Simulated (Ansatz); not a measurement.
A made-up structure of CH₃BF, doublet:

C1  (-0.680, 0.237, -0.513)
B2  (0.664, -0.243, 0.431)
F3  (0.647, 0.015, 1.900)
H4  (-0.729, 0.055, -1.714)
H5  (-1.655, 0.784, -0.032)
H6  (1.752, -0.848, -0.072)
(Å)

It is relaxed with PBE-D4/def2-SVP and then PBE0-D4/def2-TZVP (Ansatz 0.2.0). Atoms count as bonded within 1.22 times the sum of their covalent radii (H–H: 0.88 Å). The end point is not checked to be a true minimum.

(1) Does its bonding change? (A judgement: the text doesn't fix the answer.)

Results:

(1) Computed: No: no bond forms or breaks.

Where it ends: The first stage lowers the energy by 1.20 eV in 6 steps. It ends as CH₃BF ([CH2][BH][F]):
```
atom    x (Å)    y (Å)    z (Å)
  C1  -0.6069   0.2113  -0.4583
  B2   0.5929  -0.2171   0.3850
  F3   0.5776   0.0135   1.6960
  H4  -0.6509   0.0493  -1.5303
  H5  -1.4772   0.6997  -0.0283
  H6   1.5644  -0.7567  -0.0641
```

Labels in which every atom is bracketed show which atoms are joined, not bond orders.

For scale, one of the runs: PBE0-D4/def2-TZVP relaxation, 111 basis functions, launched by `ansatz run in.yaml --threads 2 --pin off --events-out ev --progress --plain --max-ram 4352MiB`. The run took about 11 s on 2 CPU threads of an Arm Neoverse V1 (shared host).
